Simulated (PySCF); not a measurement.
**EPR parameters of biphenylene radical anion**

Compound: biphenylene radical anion, C12H8 (charge -1 and doublet state).
Numbering: `[cH:1]1[cH:2][cH:3][c:4]2[c:5]([cH:6]1)-[c:7]1[cH:8][cH:9][cH:10][cH:11][c:12]1-2` (hydrogens: H13 on C1; H14 on C2; H15 on C3; H16 on C6; H17 on C8; H18 on C9; H19 on C10; H20 on C11)

Structure used (PBE0-D3(BJ)/def2-SVP), in Å, numbered top down from 1:
```xyz
20
C12H8 angstrom
C      3.185   -0.168    0.225
C      2.976    1.139   -0.275
C      1.684    1.635   -0.527
C      0.613    0.790   -0.266
C      0.830   -0.563    0.251
C      2.112   -1.037    0.495
C     -0.614   -0.789    0.263
C     -1.685   -1.634    0.526
C     -2.977   -1.136    0.275
C     -3.186    0.171   -0.224
C     -2.113    1.040   -0.496
C     -0.831    0.564   -0.254
H      4.209   -0.510    0.405
H      3.844    1.778   -0.470
H      1.550    2.651   -0.914
H      2.303   -2.045    0.882
H     -1.552   -2.651    0.913
H     -3.844   -1.774    0.470
H     -4.211    0.513   -0.403
H     -2.303    2.047   -0.882
```

The hyperfine couplings belong to this conformer and change with its torsions.

The species is biphenylene radical anion, `c1ccc2c(c1)-c1ccccc1-2` [SMILES of the parent framework; charge -1 and doublet state].

Level of theory: UKS B3LYP, IGLO-III on C, pcH-1 on H, non-relativistic, mean-field spin-orbit, GIAO (PySCF). Whether the extra electron is bound in the gas phase wasn't checked; a finite basis holds it in any case. The geometry's basis has no diffuse functions, a weakness for an anion. The SCF solution wasn't tested for stability. No frequencies were computed at this geometry's level, so the symmetric structure isn't shown to be a minimum.

```
g1, g2, g3                      : 2.00217, 2.00259, 2.00338
g_iso                           : 2.00271
Form of g                       : rhombic: the two nearest values differ by 35 % of g3 − g1
⟨S²⟩                            : 0.7571 (exact 0.7500)
HOMO–LUMO gap, α and β orbitals : 1.90, 3.50 eV
```

Hyperfine couplings atom by atom, in MHz; T1 to T3 are the principal values of the dipolar part; ρ(0) is the spin density at the nucleus:

```csv
atom,isotope,a_iso,T1,T2,T3,Mulliken spin population,ρ(0) (bohr⁻³)
C1,13C,5.9,-9.4,-8.9,18.3,0.12,0.0052
C2,13C,5.9,-9.4,-8.9,18.3,0.12,0.0053
C3,13C,-10.9,-3.6,1.0,2.6,-0.04,-0.0097
C4,13C,6.4,-16.1,-14.8,31.0,0.17,0.0057
C5,13C,6.5,-16.2,-14.8,31.0,0.17,0.0058
C6,13C,-10.9,-3.6,1.0,2.6,-0.04,-0.0097
C7,13C,6.5,-16.2,-14.8,31.0,0.17,0.0058
C8,13C,-10.9,-3.6,1.0,2.6,-0.04,-0.0097
C9,13C,5.9,-9.4,-8.9,18.3,0.12,0.0052
C10,13C,5.9,-9.4,-8.9,18.3,0.12,0.0053
C11,13C,-10.9,-3.6,1.0,2.6,-0.04,-0.0097
C12,13C,6.5,-16.2,-14.8,31.0,0.17,0.0057
H13,1H,-8.6,-5.3,-0.4,5.7,-0.01,-0.0019
H14,1H,-8.6,-5.3,-0.4,5.7,-0.01,-0.0019
H15,1H,0.6,-2.0,0.5,1.6,0.00,0.0001
H16,1H,0.6,-2.0,0.5,1.5,0.00,0.0001
H17,1H,0.6,-2.0,0.5,1.5,0.00,0.0001
H18,1H,-8.6,-5.3,-0.4,5.7,-0.01,-0.0019
H19,1H,-8.6,-5.3,-0.4,5.7,-0.01,-0.0019
H20,1H,0.6,-2.0,0.5,1.6,0.00,0.0001
```

Largest spin populations (Mulliken): C7 (+0.17), C5 (+0.17), C12 (+0.17) and C4 (+0.17). Four atoms exceed +0.15.

Axes: g1 is normal to the molecular plane, g2 points within 1° of the C4–C5 bond and g3 points within 1° of the C5–C7 bond.

Under fast tumbling the dipolar parts average out, and these isotropic splittings remain: 4 × 1H (H13/H14/H18/H19, I = 1/2, 5 lines) with 0.31 mT.

The 13C coupling of C3/C6/C8/C11 (mean -10.9 MHz) shows only in satellite lines or after enrichment, since that isotope makes up about 1.07 % of natural carbon.
